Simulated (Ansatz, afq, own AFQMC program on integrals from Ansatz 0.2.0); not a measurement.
Integrals from Ansatz 0.2.0, then the random walk in our own AFQMC program (afq).

```yaml
crystal:
  periodic: [false, false, false]
  atoms:
    - {symbol: W, position_ang: [0.000000, -0.263362, 0.000000]}
    - {symbol: Cl, position_ang: [0.000000, 0.710962, -2.030431]}
    - {symbol: Cl, position_ang: [0.000000, 0.710962, 2.030431]}
    - {symbol: H, position_ang: [0.000000, -1.979343, 0.000000]}
basis:
  gaussian: {orbitals: def2-SVP}
magnetization: {spin_polarized: true, initial_magnetization: 5}
correlation: {method: ccsd_t, electrons: outside_noble_gas, hamiltonian_folder: ham}
```

```sh
$ ansatz run in.yaml --threads 1 --pin off --events-out ev --progress --plain --max-ram 16896MiB --backend cuda --devices 0, --max-vram 18GiB
```

Options of the walk:

```
--method phaseless --trial cisd --walkers 4000 --populations 20 --least-time 60 --time-step 0.005 --steps-per-block 50 --equilibration-blocks 40 --max-blocks 4000 --target-error 0.00028 --factor-cut 1e-05 --start spin_pure --seed 3797 --release-times 0.24,0.48,0.8,1.2 --release-step 0.04 --release-every 4 --taylor-order 6
```

Times are imaginary, in 1/Eh. The walk had a cap of 347 s. With eight or more populations the least sampling time is a fifth of least-time, and the error comes from their spread. Core potentials past Kr, no spin–orbit coupling.

Output of the walk:

```
orbitals 59  electrons 13 8  factors 492 of 687
reference energy -985.63286532 Eh
CCSD correlation -0.38695467 Eh in 15 cycles, weight of the determinant in the CISD state 0.8207
energy of the start -986.019400 Eh
 block  time / (1/Eh)  mean weight  energy / Eh
     1     0.250  0.9998  -986.009571
     2     0.500  1.0004  -986.014343
     3     0.750  1.0000  -986.019057
     4     1.000  1.0000  -986.022678
     5     1.250  0.9999  -986.024950
     9     2.250  1.0001  -986.029250
    15     3.750  1.0003  -986.030991
    23     5.750  1.0005  -986.030633
    25     6.250  1.0002  -986.030395
    31     7.750  1.0002  -986.031554
    39     9.750  0.9997  -986.032561
    47    11.750  1.0004  -986.031419
    55    13.750  1.0000  -986.031431
    63    15.750  0.9999  -986.033138
    71    17.750  1.0002  -986.034091
    79    19.750  1.0001  -986.033623
    87    21.750  1.0000  -986.032943
    93    23.250  0.9996  -986.035380
    95    23.750  0.9997  -986.035108
   103    25.750  0.9997  -986.032462
   107    26.750  0.9998  -986.031289
error from the spread of 20 populations
released: time / (1/Eh)  energy / Eh  error  mean overlap
  0.24  -986.033771  0.000257  0.9970
  0.48  -986.034152  0.000307  0.9961
  0.80  -986.034291  0.000446  0.9991
  1.20  -986.034328  0.000607  1.0008
energy -986.032965 +/- 0.000317 Eh
(rows thinned)
```

The run passed its tests (sampling time, drift between the halves within three errors, error under three times the target), which doesn't prove that it has relaxed, ending at its cap on processor time. The second half of the sampling lies below the first by 1.7 errors of their difference, so the energy may still be moving and its error bar be too small.

Against this walk (error 8.6 meV) on the same determinant: CCSD(T) 63.4 meV higher, CCSDT(Q) 10.4 meV lower (within the noise). The error is statistical and leaves out the bias of the constraint. Released to 1.20 1/Eh the energy moves by -37 ± 19 meV (both errors), within twice the noise.

Cautions: constraint bias not in the error; error above the target (8.6 against 7.6 meV); no spin-orbit coupling; outer-core shells of the metal frozen; another spin lies lower (by 4.25 eV).

The walk took 5.8 min on 1 × NVIDIA H100 80GB HBM3 with 2 threads of AMD EPYC 7R13 Processor (Zen 3), on a shared host (the card was shared). The log's last line is the phaseless energy.

CCSDT and higher add their correlation energy to the determinant of the CCSD(T) run, since their own runs factorise the integrals more tightly (a shift of under 2 meV). A walk keeps the symmetry of its determinant, which the program's search chose and which needn't be the lowest solution, so a lower state of the same spin and another symmetry isn't excluded.
